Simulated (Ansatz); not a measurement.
# C2H4F2O: a ladder of functionals and wavefunction methods

The task here is to estimate one member of a computed series from the others.

Program: Ansatz 0.2.0, Gaussian basis. Level of theory: functionals in def2-TZVPP, the program's frozen cores in correlated methods. These are calculated values, not measurements.

Levels to be run: LDA (SPW92), PBE-D4, revPBE-D4, BLYP-D4, r2SCAN-D4, B97M-V, PBE0-D4, B3LYP-D4, r2SCANh-D4, r2SCAN0-D4, HSE06-D4, BHLYP-D4, CAM-B3LYP-D4, LC-ωPBE, ωB97X-V, ωB97M-V, B2PLYP, PBE-QIDH; CCSD(T)/def2-SVP; CCSD(T)/def2-TZVPP; MP2/def2-QZVPP; extrapolation to the limit; RPA on PBE.

## The relaxed structure

An earlier PBE0-D4 in a triple-zeta def2 set relaxation fixed the geometry.

SMILES `CC(O)(F)F`, 9 atoms, charge 0, spin multiplicity 1.

Atoms are counted from 1 here; the program's logs count them from 0.

Bond lengths: C1–C2 1.498 Å, C1–H6 1.089 Å, C1–H7 1.089 Å, C1–H8 1.089 Å, C2–O3 1.354 Å, C2–F4 1.366 Å, C2–F5 1.366 Å, O3–H9 0.965 Å. Angles: C2–C1–H6 109.4°, C2–C1–H7 109.4°, C2–C1–H8 109.2°, H6–C1–H7 109.5°, H6–C1–H8 109.7°, H7–C1–H8 109.7°, C1–C2–O3 111.3°, C1–C2–F4 110.6°, C1–C2–F5 110.6°, O3–C2–F4 109.9°, O3–C2–F5 109.9°, F4–C2–F5 104.4°, C2–O3–H9 108.4°.

The first run:

in.yaml reads:

```yaml
crystal:
  periodic: [false, false, false]
  atoms:
    - {symbol: C, position_ang: [-0.975629, -0.148742, -0.310350]}
    - {symbol: C, position_ang: [0.468113, 0.131191, -0.025455]}
    - {symbol: O, position_ang: [0.814298, -0.288840, 1.214424]}
    - {symbol: F, position_ang: [1.266979, -0.466453, -0.958323]}
    - {symbol: F, position_ang: [0.734091, 1.464598, -0.155414]}
    - {symbol: H, position_ang: [-1.595076, 0.370845, 0.419132]}
    - {symbol: H, position_ang: [-1.155993, -1.220514, -0.242506]}
    - {symbol: H, position_ang: [-1.216370, 0.201590, -1.312702]}
    - {symbol: H, position_ang: [1.747988, -0.089876, 1.354095]}
basis:
  gaussian: {orbitals: def2-TZVPP}
hamiltonian: {xc: lda}
output: {orbitals: {seedname: orbitals}}
```

Started as:

```
ansatz run in.yaml --threads 2 --pin off --events-out ev --progress --plain --max-ram 4352MiB
```

Among the steps run: LDA; PBE-D4 (GGA); revPBE-D4 (GGA); BLYP-D4 (GGA); r2SCAN-D4 (meta-GGA); B97M-V (meta-GGA); PBE0-D4 (hybrid); B3LYP-D4 (hybrid); r2SCANh-D4 (hybrid); r2SCAN0-D4 (hybrid); HSE06-D4 (hybrid); BHLYP-D4 (hybrid); CAM-B3LYP-D4 (range-separated); LC-ωPBE (range-separated); ωB97X-V (range-separated); ωB97M-V (range-separated); B2PLYP (double hybrid); PBE-QIDH (double hybrid).

One table of the session follows, with a row left open; its other results are not shown here.

```
  functional  HOMO (eV)  LUMO (eV)  gap (eV)
 LDA (SPW92)      -8.07       0.15      8.22
      PBE-D4      -7.85       0.26      8.11
   revPBE-D4      -7.76       0.31      8.07
     BLYP-D4      -7.78       0.16      7.95
   r2SCAN-D4      -8.30       1.07      9.38
      B97M-V      -8.46       0.53      8.99
     PBE0-D4      -9.77       1.14     10.91
    B3LYP-D4      -9.49       0.72     10.21
  r2SCANh-D4      -9.02       1.34     10.36
  r2SCAN0-D4     -10.10       1.70     11.80
    HSE06-D4      -9.36       0.77     10.13
    BHLYP-D4     -11.66       1.71     13.37
CAM-B3LYP-D4     -11.35       1.85     13.20
     LC-ωPBE          ?          ?         ?
     ωB97X-V     -12.35       3.04     15.39
     ωB97M-V     -12.29       2.54     14.83
```

Q: Estimate the row for LC-ωPBE from the others.

**Answer.** HOMO (eV): -12.69; LUMO (eV): 3.24; gap (eV): 15.93. In the column «HOMO (eV)» it is the lowest.
